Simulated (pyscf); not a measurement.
H₂P–GeH₃ + H₂O → PH₃ + HO–GeH₃ (four-centre exchange; singlet surface; Ge–P, H–O broken, H–P, Ge–O formed). PySCF, gas phase, ωB97X-D3(BJ)/def2-SVP geometries. Correlated levels are frozen-core, on RHF or UHF. ΔMP2 is the change of the MP2 total energy from the triple- to the quadruple-zeta basis. Rate constants from transition-state theory, CCSD(T)/def2-TZVPP + ΔMP2(QZVPP) energies (ideal gas, 1 atm, RRHO with modes under 100 cm⁻¹ raised to 100, one conformer, R ln 2 for rigid chiral ones; no tunnelling), k in cm³ molecule⁻¹ s⁻¹.

```json
[
 {"T (K)": "298", "1000/T": "3.354", "log10 k": "-45.45"},
 {"T (K)": "600", "1000/T": "1.667", "log10 k": "-29.12"},
 {"T (K)": "900", "1000/T": "1.111", "log10 k": "-23.53"},
 {"T (K)": "1200", "1000/T": "0.833", "log10 k": "?"}
]
```

Q: Fit an Arrhenius line to the three values, give the activation energy, and predict k at 1200 K.

A: Least squares gives log10 k = -12.77 − 9.75 × 1000/T, so Ea = 9.75 × ln 10 × 1.987 = 44.6 kcal/mol, against an electronic barrier of 44.2. At 1200 K the line gives -20.89; the computed value is -20.61 (ΔG‡ = 83.6 kcal/mol), a factor 1.9 over the line, since the plot is curved. This is the saddle that the search found; another between the same sides may lie lower. The CCSD(T) − MP2 part came from Ansatz, without density fitting, on the same reference. The frozen core leaves the outer d or s,p core shells of the metals and heavy elements correlated in the MP2 and CC values, and def2-TZVPP describes them poorly, which can shift differences by a few kcal/mol. Elements up to Kr have no core potential and no relativistic terms here.
